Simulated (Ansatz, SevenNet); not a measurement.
Equilibrium volume per atom (Å³/atom) of solids drawn from the class of oxides, at two levels: the machine-learned potential SevenNet-l3i5 (trained on PBE and PBE+U data), and r²SCAN (Ansatz, an electronic-structure program, plane waves, PAW).

```json
[
 {"solid": "anatase TiO2 (metastable phase)", "SevenNet-l3i5": "11.73", "r²SCAN": "11.40", "shift (%)": "-2.8"},
 {"solid": "rutile PbO2", "SevenNet-l3i5": "14.66", "r²SCAN": "14.11", "shift (%)": "-3.8"},
 {"solid": "rutile TiO2", "SevenNet-l3i5": "10.70", "r²SCAN": "10.40", "shift (%)": "-2.8"},
 {"solid": "corundum (α-Al2O3)", "SevenNet-l3i5": "8.75", "r²SCAN": "8.49", "shift (%)": "-3.0"},
 {"solid": "A-type hexagonal La2O3", "SevenNet-l3i5": "16.61", "r²SCAN": "16.43", "shift (%)": "-1.1"},
 {"solid": "rutile SnO2", "SevenNet-l3i5": "12.61", "r²SCAN": "12.09", "shift (%)": "-4.1"},
 {"solid": "α-quartz (SiO2)", "SevenNet-l3i5": "13.42", "r²SCAN": "12.62", "shift (%)": "-6.0"},
 {"solid": "corundum Ga2O3 (metastable phase)", "SevenNet-l3i5": "10.07", "r²SCAN": "9.64", "shift (%)": "-4.3"},
 {"solid": "SiO2 (P4₁2₁2, No. 92)", "SevenNet-l3i5": "15.41", "r²SCAN": "14.32", "shift (%)": "-7.1"},
 {"solid": "stishovite (SiO2)", "SevenNet-l3i5": "8.04", "r²SCAN": "7.79", "shift (%)": "-3.1"}
]
```

The shifts run from -7.1 % to -1.1 %, with a median of -3.4 %.

Of 10 rows, r²SCAN is the larger in 0 and the smaller in 10.

Database compounds that came out metallic weren't drawn.

Ansatz's runs of these crystals have no spin polarisation.

Spin–orbit coupling is left out, also for the solids with elements from indium on (rutile PbO2, A-type hexagonal La2O3, rutile SnO2); its size isn't shown.

Ansatz's density-functional and Hartree–Fock values are scalar-relativistic unless marked +SOC, with PAW data made under PBE.
